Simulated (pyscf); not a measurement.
•H₂Si–O–SiH₃ + hydrogen (H₂) -> disiloxane (H₃Si–O–SiH₃) + H atom (H•), a hydrogen abstraction (doublet surface; H–H broken, H–Si formed). PySCF, gas phase, ωB97X-D3(BJ)/def2-SVP geometries. Energies in kcal/mol from the separated reactants.

GFN2-xTB: tblite. Open shells are spin-unrestricted. 

In single points GFN2-xTB puts the saddle at -4.5 kcal/mol and the reaction energy at -12.4 kcal/mol. Should these be trusted to within a few kcal/mol? Compare with ωB97M-D3(BJ)/def2-TZVP.

ωB97M-D3(BJ)/def2-TZVP gives ΔE‡ = 15.1 kcal/mol and ΔE = +10.0 kcal/mol. GFN2-xTB lies 19.6 kcal/mol under it in the barrier and 22.4 kcal/mol under it in the reaction energy, so on this step it does not hold to within 3.0 kcal/mol. At GFN2-xTB this geometry lies under one side, so its ΔE‡ may be no barrier of that level. ωB97M-D3(BJ)/def2-TZVP has limits of its own. One saddle was located; it need not be the lowest between these sides. The angle at the transferred H is 177°.
